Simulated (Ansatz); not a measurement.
hcp Hf was calculated with BLYP (Ansatz, a first-principles code, PAW).

Settings: plane-wave cutoff 520 eV, 18×18×12 k mesh (along the axes of the cell as run), Fermi–Dirac smearing 0.05 eV, scalar-relativistic PAW data made under PBE.

Shape and atoms are relaxed at each volume.

Pressure at four volumes; x = ln(V/23.118 Å³). One pressure is withheld.

| V (Å³/atom) | x | P (GPa) |
|---|---|---|
| 22.193 | -0.0408 | 4.48 |
| 23.118 | 0.0000 | 0.00 |
| 23.580 | 0.0198 | -1.95 |
| 24.042 | 0.0392 | ? |

Pass a parabola P(x) through the three rows shown, estimate the bulk modulus and its pressure derivative near zero pressure, and predict the withheld pressure.

Slopes between the rows: (0.00 − (4.48))/(0.0000 − (-0.0408)) = -109.80 and (-1.95 − (0.00))/(0.0198 − (0.0000)) = -98.48 GPa. Their difference over the span 0.0606 is c = 11.32/0.0606 = 186.8 GPa, so P(x) = 4.48 + (-109.80)(x − (-0.0408)) + 186.8 (x − (-0.0408))(x − (0.0000)). At the middle row B = −dP/dx = −[-109.80 + 186.8 × 0.0408] = 102.2 GPa, and B′ = dB/dP = 2c/B = 3.7. At x = 0.0392 the parabola gives -3.72 GPa; the run gives -3.73 GPa. The Birch–Murnaghan fit to the energies at all volumes has B0 = 102 GPa and B′ = 3.6.

Measured, for comparison: bulk modulus 110 GPa (zero-point energy and finite temperature contributions removed; as tabulated in doi:10.1021/acs.jctc.3c00612). Computed (rounded) less measured: bulk modulus -7 %.

Note: the bulk modulus comes from volumes at which shape and atoms were relaxed.

Spin–orbit coupling is not included.
